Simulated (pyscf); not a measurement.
9 group-13 steps of one kind (four-centre exchange, closed-shell): barrier in kcal/mol, from the separated reactants or the lowest minimum found. Single points on ωB97X-D3(BJ)/def2-SVP structures (PySCF, gas phase). MP2 and CC: frozen core, UHF for open shells. ΔMP2 is the change of the MP2 total energy from the triple- to the quadruple-zeta basis. Functionals in def2-TZVP; the last column is CCSD(T)/def2-TZVPP + ΔMP2(QZVPP). Rows were drawn at random from the steps of this kind and element class whose saddle was verified and whose references are stable, among light species with clean single-reference diagnostics.

```
step                                                  PBE  B3LYP-D3(BJ)  PBE0-D3(BJ)  CCSD(T)
---------------------------------------------  ----------  ------------  -----------  -------
H₂O + HO–BH–Cl -> HO–BH–OH + HCl                      7.6          10.6          8.5     13.9
HF + H₂B–B(F)–F -> F–B(F)–F + BH₃                    15.1          22.5         18.8     26.1
Cl–BH–Cl + HF → HCl + F–BH–Cl                         7.4          12.3          9.8     15.1
HF + H₃C–B(F)–F → F–B(F)–F + CH₄                     19.6          26.5         22.6     28.9
H₂B–CH₃ + HCl -> H₂B–Cl + CH₄                         6.7          14.6          9.0     16.0
H₂N–B(Cl)–Cl + HF → H₂N–B(F)–Cl + HCl          (withheld)          23.2         21.3     26.5
BH [singlet] + F–SiH₃ -> B–F [singlet] + SiH₄  (withheld)          11.4          6.4     15.3
H₂B–SiH₃ + HCl -> H₂B–Cl + SiH₄                      -3.4           3.6         -1.0      6.2
BH₃ + H₃Si–Cl → H₂B–Cl + SiH₄                         2.2          10.3          3.6     10.4
```

Fill in the missing entries.


- H₂N–B(Cl)–Cl + HF → H₂N–B(F)–Cl + HCl, PBE: 18.7
- BH [singlet] + F–SiH₃ -> B–F [singlet] + SiH₄, PBE: 2.7

Differences from the last column (kcal/mol): PBE: mean -9.1, median -9.3, mean size 9.1, lower in 9 of 9; B3LYP-D3(BJ): mean -2.6, median -2.8, mean size 2.6, lower in 9 of 9; PBE0-D3(BJ): mean -6.6, median -6.9, mean size 6.6, lower in 9 of 9. PBE is closest for row 1 (6.2 kcal/mol apart) and farthest for row 7 (12.6 kcal/mol). PBE, r²SCAN and M06-2X carry no added dispersion term. The last column is a level with limits of its own. Each barrier is that of the saddle found. The CCSD(T) − MP2 part came from Ansatz, without density fitting, on the same reference.
